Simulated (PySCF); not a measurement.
Species: C₅H₁₀S.
SMILES with atom numbers: `[CH3:1][S:2][CH:3]1[CH2:4][CH2:5][CH2:6]1` (hydrogens: H7, H8, H9 on C1; H10 on C3; H11, H12 on C4; H13, H14 on C5; H15, H16 on C6)

The same species was optimised twice, with GFN2-xTB and with PBE0-D3(BJ)/def2-SVP (PySCF), and the same property calculations (PySCF, gas phase) were run on both structures.

| coordinate | GFN2-xTB | PBE0-D3(BJ)/def2-SVP | change |
| --- | --- | --- | --- |
| S2–C3 (Å) | 1.821 | 1.802 | -0.019 |
| C1–S2 (Å) | 1.815 | 1.805 | -0.010 |
| C3–C4 (Å) | 1.536 | 1.543 | +0.007 |
| C3–C6 (Å) | 1.533 | 1.539 | +0.006 |
| C4–C5 (Å) | 1.537 | 1.541 | +0.004 |
| C5–C6 (Å) | 1.537 | 1.541 | +0.004 |
| S2–C3–C4 (°) | 116.6 | 120.1 | +3.5 |
| C1–S2–C3 (°) | 98.5 | 99.5 | +1.0 |
| C3–C4–C5 (°) | 89.1 | 88.1 | -1.0 |
| C4–C3–C6 (°) | 89.7 | 88.8 | -0.9 |
| C3–C6–C5 (°) | 89.2 | 88.3 | -0.9 |
| C4–C5–C6 (°) | 89.5 | 88.8 | -0.7 |
| S2–C3–C6 (°) | 115.2 | 115.5 | +0.3 |
| C1–S2–C3–C4 (°) | -74 | -72 | +2 |

Rotational constants: A = 6513, B = 1796, C = 1548 MHz (GFN2-xTB) against A = 6590, B = 1772, C = 1520 MHz (PBE0-D3(BJ)/def2-SVP). Point groups within 0.08 Å: C1 and C1. Atoms that the bonding makes alike are paired by their places after alignment.

On the GFN2-xTB structure: lowest singlet, TDDFT (eV) 5.21 [PBE0/def2-SVPD]; lowest triplet, Tamm–Dancoff (eV) 4.78 [PBE0/def2-SVPD]; isotropic polarisability (au) 79.5 [PBE0/def2-SVPD]; HOMO (eV) -6.18 [PBE0/def2-SVPD]; LUMO (eV) 0.51 [PBE0/def2-SVPD]; dipole (D) 1.79 [PBE0/def2-SVPD]; HOMO (eV) -6.17 [PBE0/pcSseg-1]; LUMO (eV) 0.90 [PBE0/pcSseg-1]; dipole (D) 1.72 [PBE0/pcSseg-1]; GIAO shielding of C1 (ppm) 167.8 [PBE0/pcSseg-1]; GIAO shielding of S2 (ppm) 490.6 [PBE0/pcSseg-1]; GIAO shielding of C3 (ppm) 142.2 [PBE0/pcSseg-1]; GIAO shielding of C4/C6 (mean) (ppm) 156.3 [PBE0/pcSseg-1]; GIAO shielding of C5 (ppm) 169.7 [PBE0/pcSseg-1].

Question: What do these properties become on the PBE0-D3(BJ)/def2-SVP structure?

Answer: 
```csv
property,level,on GFN2-xTB,on PBE0-D3(BJ)/def2-SVP,change
"lowest singlet, TDDFT (eV)",PBE0/def2-SVPD,5.21,5.30,+0.09
"lowest triplet, Tamm–Dancoff (eV)",PBE0/def2-SVPD,4.78,4.87,+0.09
isotropic polarisability (au),PBE0/def2-SVPD,79.5,80.7,+1.2
HOMO (eV),PBE0/def2-SVPD,-6.18,-6.22,-0.04
LUMO (eV),PBE0/def2-SVPD,0.51,0.52,+0.01
dipole (D),PBE0/def2-SVPD,1.79,1.73,-0.06
"energy, GFN2-xTB geometry as zero (kcal/mol)",PBE0/def2-SVPD,0.0,-1.5,-1.5
HOMO (eV),PBE0/pcSseg-1,-6.17,-6.21,-0.04
LUMO (eV),PBE0/pcSseg-1,0.90,0.95,+0.05
dipole (D),PBE0/pcSseg-1,1.72,1.65,-0.07
"energy, GFN2-xTB geometry as zero (kcal/mol)",PBE0/pcSseg-1,0.0,-1.2,-1.2
GIAO shielding of C1 (ppm),PBE0/pcSseg-1,167.8,166.2,-1.6
GIAO shielding of S2 (ppm),PBE0/pcSseg-1,490.6,510.8,+20.2
GIAO shielding of C3 (ppm),PBE0/pcSseg-1,142.2,140.6,-1.6
GIAO shielding of C4/C6 (mean) (ppm),PBE0/pcSseg-1,156.3,152.4,-3.9
GIAO shielding of C5 (ppm),PBE0/pcSseg-1,169.7,164.8,-4.9
```

The heavy atoms differ by 0.070 Å rms after alignment (one structure mirrored). Among bonds between heavy atoms S2–C3 changes most (-0.019 Å). Changes are differences of the printed values. Neither structure is proved a minimum here.

The values belong to the conformer `[CH3:1][S:2][CH:3]1[CH2:4][CH2:5][CH2:6]1`: C1–S2–C3–C4 -72°.
